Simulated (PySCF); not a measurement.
C5H9O (doublet state).
Geometry (GFN2-xTB, Å), atoms numbered from 1 in this order:
```
atom  x, y, z in Å
C1    -1.8216   -0.7130   -0.1358
C2    -0.4913   -0.0747   -0.0170
C3    -0.4160    1.3897    0.2042
C4     0.6800   -0.8900   -0.1275
C5     2.0245   -0.2028   -0.0017
O6     0.6098   -2.1072   -0.3164
H7    -2.3798   -0.2844   -0.9711
H8    -1.7041   -1.7827   -0.2908
H9    -2.4152   -0.5380    0.7639
H10   -1.4108    1.8178    0.2981
H11    0.1526    1.6225    1.1063
H12    0.0986    1.8826   -0.6235
H13    2.8107   -0.9426   -0.1230
H14    2.1356    0.5658   -0.7635
H15    2.1226    0.2649    0.9759
```

The hyperfine couplings belong to this conformer and change with its torsions.

As a line formula: `C[C](C)C(C)=O` [radical].

The calculation used PySCF 2.14.0, UKS B3LYP, pcH-1 on C H O, non-relativistic, mean-field spin-orbit, GIAO. Geometry: GFN2-xTB; no solvent, vibrations or thermal averaging. The geometry wasn't refined by DFT: couplings that depend on bond lengths, twists or pyramidal angles can differ widely from those at the functional's own minimum. The SCF solution wasn't tested for stability.

Match the computed a_iso(13C) values +64.8, -35.8, -25.5, -3.4 MHz (means over equivalent nuclei) with the sites C1/C3; C2; C4; C5.

```csv
site,a_iso (MHz),ρ(0) (bohr⁻³),position,distance from C2 (Å),spin population,largest |T| (MHz)
C1/C3,-25.5,-0.0227,1 bond from C2,1.48,-0.06,2.2
C2,+64.8,+0.0577,largest spin population,0.00,+0.77,124.0
C4,-35.8,-0.0318,1 bond from C2,1.43,-0.09,7.7
C5,-3.4,-0.0030,2 bonds from C2,2.52,0.00,1.1
```

Match the computed a_iso(1H) values +58.3, -0.9 MHz (means over equivalent nuclei) with the sites H7 (×6); H13/H14/H15.

```csv
site,a_iso (MHz),ρ(0) (bohr⁻³),position,distance from C2 (Å),bound to,spin population there,largest |T| (MHz)
H7 (×6),+58.3,+0.0130,"β, 2 bonds from C2",2.13,C1/C3,-0.06,7.1
H13/H14/H15,-0.9,-0.0002,"γ, 3 bonds from C2",3.01,C5,0.00,4.1
```

ρ(0) is the spin density at the nucleus and T the dipolar tensor; entries for several nuclei are means. The Mulliken spin populations are largest on C2 (+0.77), O6 (+0.30), C4 (-0.09) and C1 (-0.06). The positive populations add up to 1.21 and the negative ones to -0.21, together 2S = 1. The angles at C2 add up to 360.0°, so it is planar.

The spin density at the nucleus, in bohr⁻³, is negative for C4 (-0.0318), C1/C3 (-0.0227) and C5 (-0.0030), for instance. A restricted open-shell determinant has no negative spin density anywhere; here it arises because α and β orbitals differ (spin polarisation).

Means are taken over nuclei equivalent by connectivity, which assumes that they swap fast. The six 1H nuclei of mean +58.3 MHz run from 1.8 to 89.9 MHz in the frozen geometry.

Hardware: one thread, Arm Neoverse V1 (aarch64), no GPU, shared host with 32 logical CPUs at a one-minute load of 17. Cost: 43 s (with the writing of density and orbital grids), 0.87 GiB resident at most.
